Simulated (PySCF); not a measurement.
**Changing the system itself: LiF⁻**

One physical setting of the base script is moved in each run, with the edits that it forces.

Program: PySCF 2.14.0. Level of theory: each script names its method and basis. These are calculated values, not measurements.

1 further run of the same task is left out (it didn't finish).

## 1. The starting structure

LiF⁻: 2 atoms, charge -1, spin multiplicity 2.

Bond lengths: Li1–F2 1.860 Å.

## 2. Base script

The input, input.py:

```python
from pyscf import gto, scf, cc

mol = gto.M(
    atom='Li 0 0 0; F 0 0 1.86',
    basis='lanl2dz',
    charge=-1,
    spin=1,
    verbose=3,
)
mf = scf.UHF(mol)
mf.kernel()
mycc = cc.CCSD(mf)
mycc.kernel()
e = mycc.eaccsd(nroots=5)[0]
print('roots (eV) =', (e*27.211386).round(3))
mf.dip_moment()
print('orbital energies (hartree):', [e[max(0, n-3):n+3].round(4) for e, n in zip(mf.mo_energy, mol.nelec)])
```

The run is started by

```console
> python input.py
```

Its log is not repeated here.

In short: E(SCF) = -106.958940 Eh, E(CCSD) − E(SCF) = -0.12967 Eh, ⟨S²⟩ = 0.750, attachment roots 4.435, 4.469, 4.469, 4.491, 4.491 eV.

The bond length is a typed value, not an optimised one. Positive EA roots mean that the added electron is unbound. The dipole of an ion depends on the origin.

## 3. Lengths in bohr

Edit 1 changes length unit: angstrom → bohr; bond length: 1.86 Å → 1.86 bohr.

The input, input.py:

```python
from pyscf import gto, scf, cc

mol = gto.M(
    atom='Li 0 0 0; F 0 0 1.86',
    basis='lanl2dz',
    charge=-1,
    spin=1,
    unit='bohr',
    verbose=3,
)
mf = scf.UHF(mol)
mf.kernel()
mycc = cc.CCSD(mf)
mycc.kernel()
e = mycc.eaccsd(nroots=5)[0]
print('roots (eV) =', (e*27.211386).round(3))
mf.dip_moment()
print('orbital energies (hartree):', [e[max(0, n-3):n+3].round(4) for e, n in zip(mf.mo_energy, mol.nelec)])
```

The run is started by

```console
> python input.py
```

## 4. Bond 1.99 Å

Edit 2 changes bond length: 1.86 Å → 1.99 Å.

input.py: that of step 2 with these lines changed.

```diff
@@ -3,3 +3,3 @@
 mol = gto.M(
-    atom='Li 0 0 0; F 0 0 1.86',
+    atom='Li 0 0 0; F 0 0 1.99',
     basis='lanl2dz',
```

## 5. PCM, ε = 4.71

Edit 3 changes solvent: none (gas phase) → PCM, ε = 4.71; step after the SCF: eomea → analyze.

The input, input.py:

```python
from pyscf import gto, scf, solvent

mol = gto.M(
    atom='Li 0 0 0; F 0 0 1.86',
    basis='lanl2dz',
    charge=-1,
    spin=1,
    verbose=3,
)
mf = scf.UHF(mol)
mf = solvent.PCM(mf)
mf.with_solvent.eps = 4.71
mf.kernel()
mf.analyze()
print('orbital energies (hartree):', [e[max(0, n-3):n+3].round(4) for e, n in zip(mf.mo_energy, mol.nelec)])
```

## 6. Sextet

Edit 4 changes spin (2S): 1 → 5.

input.py: that of step 2 with these lines changed.

```diff
@@ -6,3 +6,3 @@
     charge=-1,
-    spin=1,
+    spin=5,
     verbose=3,
```

## 7. Bond 2.083 Å

Edit 5 changes bond length: 1.86 Å → 2.083 Å.

input.py: that of step 2 with these lines changed.

```diff
@@ -3,3 +3,3 @@
 mol = gto.M(
-    atom='Li 0 0 0; F 0 0 1.86',
+    atom='Li 0 0 0; F 0 0 2.083',
     basis='lanl2dz',
```

What does the calculation give? Wanted: for each run, E(SCF); from base; gap, α spin; after the SCF.

As calculated:

```csv
run,E(SCF) (hartree),from base (eV),"gap, α spin (eV)",after the SCF
base,-106.958940,0,4.96,"CCSD correlation -3.529 eV, first root 4.43 eV"
lengths in bohr (poor choice),-106.515924,not comparable,4.34,"CCSD correlation -3.280 eV, first root 4.56 eV"
bond 1.99 Å,-106.951422,+0.2046,5.03,"CCSD correlation -3.542 eV, first root 4.37 eV"
"PCM, ε = 4.71",-107.029658,-1.9243,5.70,n/a
sextet,-106.334429,+16.9938,3.90,"CCSD correlation -1.225 eV, first root -8.95 eV"
bond 2.083 Å,-106.945429,+0.3677,5.09,"CCSD correlation -3.548 eV, first root 4.31 eV"
```

Of the runs whose energies can be compared, “sextet” moves the SCF energy most (+16.994 eV). A continuum solvent with ε = 4.71 lowers the energy by 1.924 eV, a large gain because the system is charged. The sextet solution found lies 16.99 eV above the base doublet at this geometry and level. Rows marked «poor choice» come from settings spoiled on purpose.
